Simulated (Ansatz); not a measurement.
Input for Ansatz (development build ahead of 0.2.0):

```yaml
crystal:
  periodic: [false, false, false]
  atoms:
    - { symbol: C, position_ang: [0.0, 0.0, -0.48504] }
    - { symbol: O, position_ang: [0.0, 0.0, 0.48504] }
basis:
  gaussian: { orbitals: "6-31G" }
magnetization:
  spin_polarized: true
hamiltonian:
  xc: hf
correlation:
  method: bccd_t
  frozen_orbitals: { C: 1, O: 1 }
```

The input is written out in the form of the current development build from the run's settings.

The run gave:

```yaml
Converged: yes
Reference_energy_starting_determinant: -112.57537 hartree
Correlation_energy: -0.18952 hartree
Total_energy: -112.76489 hartree
```
